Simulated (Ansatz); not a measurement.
# BH5S: one structure at several levels

How do the functionals fare away from a minimum? The structure is a structure displaced at random from a GFN2-xTB minimum.

Method: single points in def2-TZVPP; program: Ansatz 0.2.0, Gaussian basis.

Cores are frozen in the correlated methods.

## (1) Where the work starts

SMILES `[BH3-][SH2+]`, 7 atoms, charge 0, spin multiplicity 1.

Atoms are counted from 1 here; the program's logs count them from 0.

Bond lengths: B1–S2 2.037 Å, B1–H3 1.042 Å, B1–H4 1.306 Å, B1–H5 1.288 Å, S2–H6 1.375 Å, S2–H7 1.349 Å. Angles: S2–B1–H3 101.1°, S2–B1–H4 101.6°, S2–B1–H5 98.1°, H3–B1–H4 124.4°, H3–B1–H5 117.5°, H4–B1–H5 108.5°, B1–S2–H6 93.1°, B1–S2–H7 98.9°, H6–S2–H7 90.2°.

Coordinates:

```mol
BH5S
  3D, bonds by distance, orders not assigned

  7  6  0  0  0  0  0  0  0  0999 V2000
   -0.5672   -0.4040   -0.5050 B   0  0
    0.6011    1.0821    0.2552 S   0  0
   -1.5122    0.0294   -0.4379 H   0  0
   -0.1757   -1.4329    0.1981 H   0  0
   -0.0294   -0.4789   -1.6728 H   0  0
    0.1805    0.8566    1.5446 H   0  0
    1.7211    0.3678    0.4905 H   0  0
  1  2  8  0
  1  3  8  0
  1  4  8  0
  1  5  8  0
  2  6  8  0
  2  7  8  0
M  END
```

## (2) CCSD(T)/def2-TZVPP

The input, run/in.yaml:

```yaml
crystal:
  periodic: [false, false, false]
  atoms:
    - {symbol: B, position_ang: [-0.567200, -0.404000, -0.505000]}
    - {symbol: S, position_ang: [0.601100, 1.082100, 0.255200]}
    - {symbol: H, position_ang: [-1.512200, 0.029400, -0.437900]}
    - {symbol: H, position_ang: [-0.175700, -1.432900, 0.198100]}
    - {symbol: H, position_ang: [-0.029400, -0.478900, -1.672800]}
    - {symbol: H, position_ang: [0.180500, 0.856600, 1.544600]}
    - {symbol: H, position_ang: [1.721100, 0.367800, 0.490500]}
basis:
  gaussian: {orbitals: def2-TZVPP}
correlation: {method: ccsd_t}
output: {forces: true}
```

The command line of these runs was not kept.

## (3) PBE0-D4/def2-TZVPP

run/in.yaml, as its differences from that of step 2:

```diff
@@ -12,3 +12,3 @@
   gaussian: {orbitals: def2-TZVPP}
-correlation: {method: ccsd_t}
-output: {forces: true}
+hamiltonian: {xc: pbe0, dispersion: d4}
+output: {forces: true, orbitals: {seedname: orbitals}}
```

## (4) wB97M-V/def2-TZVPP

run/in.yaml, as its differences from that of step 3:

```diff
@@ -12,3 +12,3 @@
   gaussian: {orbitals: def2-TZVPP}
-hamiltonian: {xc: pbe0, dispersion: d4}
-output: {forces: true, orbitals: {seedname: orbitals}}
+hamiltonian: {xc: {name: wB97M-V}}
+output: {forces: true}
```

## (5) r2SCAN-D4/def2-TZVPP

run/in.yaml, as its differences from that of step 4:

```diff
@@ -12,3 +12,3 @@
   gaussian: {orbitals: def2-TZVPP}
-hamiltonian: {xc: {name: wB97M-V}}
+hamiltonian: {xc: r2scan, dispersion: d4}
 output: {forces: true}
```

## (6) PBE-D4/def2-TZVPP

run/in.yaml, as its differences from that of step 5:

```diff
@@ -12,3 +12,3 @@
   gaussian: {orbitals: def2-TZVPP}
-hamiltonian: {xc: r2scan, dispersion: d4}
+hamiltonian: {xc: pbe, dispersion: d4}
 output: {forces: true}
```

## (7) BHLYP-D4/def2-TZVPP

run/in.yaml, as its differences from that of step 6:

```diff
@@ -12,3 +12,3 @@
   gaussian: {orbitals: def2-TZVPP}
-hamiltonian: {xc: pbe, dispersion: d4}
+hamiltonian: {xc: {name: BHLYP}, dispersion: d4}
 output: {forces: true}
```

## (8) LC-wPBE/def2-TZVPP

run/in.yaml, as its differences from that of step 7:

```diff
@@ -12,3 +12,3 @@
   gaussian: {orbitals: def2-TZVPP}
-hamiltonian: {xc: {name: BHLYP}, dispersion: d4}
+hamiltonian: {xc: {name: LC-wPBE}}
 output: {forces: true}
```

(Steps that only read results are left out.)

What does the calculation give? Wanted: energy less free atoms, CCSD(T)/def2-TZVPP; RMS force component; RMS force error; HOMO and LUMO, PBE0-D4; T1 diagnostic.

The runs gave:

| quantity | value |
| --- | --- |
| energy less free atoms, CCSD(T)/def2-TZVPP | -1904.0 kJ/mol |
| RMS force component | 2.105 to 2.180 eV/Å over the methods |
| RMS force error | PBE0-D4 0.098, wB97M-V 0.053, r2SCAN-D4 0.095, PBE-D4 0.216, BHLYP-D4 0.146, LC-wPBE 0.116 eV/Å |
| HOMO and LUMO, PBE0-D4 | -7.91 and -0.58 eV |
| T1 diagnostic | 0.011 |

Against CCSD(T) the functionals' energies less atoms differ by -62.2 to -17.0 kJ/mol, PBE-D4 by -59.5 kJ/mol. The reference is not at the basis limit: in triple zeta CCSD(T) underbinds, which counts against methods that bind more; the gaps are no ranking. On forces the order runs from wB97M-V to PBE-D4. Frozen-core CCSD(T) forces in triple zeta carry basis errors of their own, and this is one geometry, so small gaps rank nothing.
